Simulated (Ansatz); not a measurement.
# H₂LiNSi (SMILES [Li][N]=[SiH2]): single points off equilibrium

The task here is to estimate one member of a computed series from the others.

Method: single points in def2-TZVPP; program: Ansatz 0.2.0, Gaussian basis.

Cores are frozen in the correlated methods. The outer core shell of Li, Na, Mg and K is correlated.

## The system as given

SMILES `[Li][N]=[SiH2]`, 5 atoms, charge 0, spin multiplicity 1.

Atoms are counted from 1 here; the program's logs count them from 0.

Bond lengths: Li1–N2 1.756 Å, N2–Si3 1.622 Å, Si3–H4 1.511 Å, Si3–H5 1.558 Å. Angles: Li1–N2–Si3 172.2°, N2–Si3–H4 130.9°, N2–Si3–H5 124.9°, H4–Si3–H5 104.1°.

Coordinates:

```
Li   -2.66370    0.68210    0.28050
N    -0.95180    0.33300    0.10660
Si    0.57140   -0.20290   -0.05040
H     1.10950   -1.52310   -0.55240
H     1.84790    0.65070    0.21410
```

Set-up of the first run:

run/in.yaml reads:

```yaml
crystal:
  periodic: [false, false, false]
  atoms:
    - {symbol: Li, position_ang: [-2.663700, 0.682100, 0.280500]}
    - {symbol: N, position_ang: [-0.951800, 0.333000, 0.106600]}
    - {symbol: Si, position_ang: [0.571400, -0.202900, -0.050400]}
    - {symbol: H, position_ang: [1.109500, -1.523100, -0.552400]}
    - {symbol: H, position_ang: [1.847900, 0.650700, 0.214100]}
basis:
  gaussian: {orbitals: def2-TZVPP}
correlation: {method: ccsd_t}
output: {forces: true}
```

No record of the launch command was kept for these runs.

Among the steps run: CCSD(T)/def2-TZVPP; PBE0-D4/def2-TZVPP; wB97M-V/def2-TZVPP; r2SCAN-D4/def2-TZVPP; PBE-D4/def2-TZVPP; r2SCANh-D4/def2-TZVPP; BLYP-D4/def2-TZVPP.

One of the session's tables, all rows but one given; the rest of the session is left out.

| method | RMS force component (eV/Å) | angle to CCSD(T) forces (°) | dipole (D) |
| --- | --- | --- | --- |
| CCSD(T) | 0.474 | reference | 5.57 |
| PBE0-D4 | 0.620 | 19.4 | 5.22 |
| wB97M-V | 0.692 | 17.1 | 5.11 |
| r2SCAN-D4 | 0.561 | 15.5 | 5.43 |
| PBE-D4 | 0.396 | 15.1 | 5.30 |
| r2SCANh-D4 | ? | ? | ? |
| BLYP-D4 | 0.386 | 10.4 | 5.20 |

Q: Estimate the row for r2SCANh-D4 from the others.

The run gave: RMS force component (eV/Å): 0.628; angle to CCSD(T) forces (°): 17.8; dipole (D): 5.37. In the column «RMS force component (eV/Å)» it lies between PBE0-D4 (0.620) and wB97M-V (0.692).
